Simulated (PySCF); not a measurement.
# Mayer bond orders and bond lengths

Species: C3H3O3 (charge -1).
SMILES with atom numbers: `[O:1]=[C:2]([O-:3])[C@H:4]1[CH2:5][O:6]1` (hydrogens: H7 on C4; H8, H9 on C5)

Geometry (GFN2-xTB, Å), atoms numbered from 1 in this order:
```xyz
9
C3H3O3 angstrom
O      1.4431    1.3076   -0.5660
C      1.4290    0.2262    0.0260
O      2.3242   -0.3654    0.6411
C      0.0384   -0.5223    0.0779
C     -1.2147    0.2220   -0.0525
O     -0.7850   -0.6345   -1.0654
H      0.0374   -1.4140    0.7096
H     -2.1068   -0.0936    0.4874
H     -1.1521    1.2800   -0.2832
```

Bond orders from the PBE0/pcSseg-1 density (PySCF). The structure is a single GFN2-xTB conformer in the gas phase; no vibrational or solvent corrections. The pcSseg-1 basis has no diffuse functions, a weakness for an anion.

Where do the orders between heavy atoms depart from those drawn in the SMILES?

The largest departure is 0.747, at C2–O3 (drawn single, 1.747). Drawn single, order above 1.12: C2–O3 (1.747). Drawn single, order below 0.88: C2–C4 (0.837) and O6–C4 (0.865). The SMILES, with its formal charges, is one Lewis structure only.

Give the Mayer order of every bond between heavy atoms, beside its length.

```json
{"bond": "O1–C2", "drawn as": "double", "length (Å)": "1.233", "Mayer order": "1.783"}
{"bond": "C2–O3", "drawn as": "single", "length (Å)": "1.237", "Mayer order": "1.747"}
{"bond": "C2–C4", "drawn as": "single", "length (Å)": "1.580", "Mayer order": "0.837"}
{"bond": "C4–C5", "drawn as": "single", "length (Å)": "1.463", "Mayer order": "0.984"}
{"bond": "C5–O6", "drawn as": "single", "length (Å)": "1.394", "Mayer order": "0.961"}
{"bond": "O6–C4", "drawn as": "single", "length (Å)": "1.413", "Mayer order": "0.865"}
```

Bonds between the same two heavy elements. C–O: lowest O6–C4 (0.865, 1.413 Å), highest O1–C2 (1.783, 1.233 Å). C–C: lowest C2–C4 (0.837, 1.580 Å), highest C4–C5 (0.984, 1.463 Å).

And the bonds to hydrogen?

C–H: 0.93 to 0.95 (3 bonds).

Sum the orders of all bonds at each heavy atom with more than one neighbour and set the sums beside the valence in the SMILES.

C2 4.367 (drawn 4), C4 3.638 (drawn 4), C5 3.824 (drawn 4), O6 1.826 (drawn 2). Orders between atoms that aren't bonded are not in these sums.

Mayer orders depend on the basis set.
